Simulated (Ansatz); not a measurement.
Relaxation of BFH₂O (5 atoms, charge 0, multiplicity 1), to a largest force component of 0.03 eV/Å in at most 50 steps.

All numbers below come from RKS PBE0-D4/def2-SVP (Ansatz 0.2.0).

```xyz
5
Properties=species:S:1:pos:R:3:forces:R:3
B -0.878 -0.157 0.177 -0.02 0.00 -0.01
H 1.302 0.002 1.145 0.38 -0.01 -0.73
O 1.726 0.001 0.257 -0.36 0.00 0.73
H 1.945 -0.931 0.129 -0.01 0.01 0.01
F -1.021 0.133 -1.046 0.00 0.00 0.00
```

Problem. Where does it end, and by what steps?

Solution. It converged. After 7 steps the energy has fallen by 0.011 eV; H2 moved furthest, 0.14 Å.

```
step  energy less start (eV)  largest force component (eV/Å)  accepted
   0                  0.0000                           0.728       yes
   1                 -0.0043                           0.697       yes
   2                 -0.0067                           0.540       yes
   3                 -0.0089                           0.175       yes
   4                 -0.0099                           0.114       yes
   5                 -0.0092                           0.342        no
   6                 -0.0105                           0.043       yes
   7                 -0.0106                           0.001       yes
```

```xyz
5
Properties=species:S:1:pos:R:3
B -0.907 -0.238 0.142
H 1.425 0.053 1.181
O 1.675 -0.004 0.250
H 1.878 -0.941 0.139
F -0.997 0.178 -1.051
```

The run took 9.6 s on 1 thread of Arm Neoverse V1, on a shared host, peak memory 0.12 GiB.
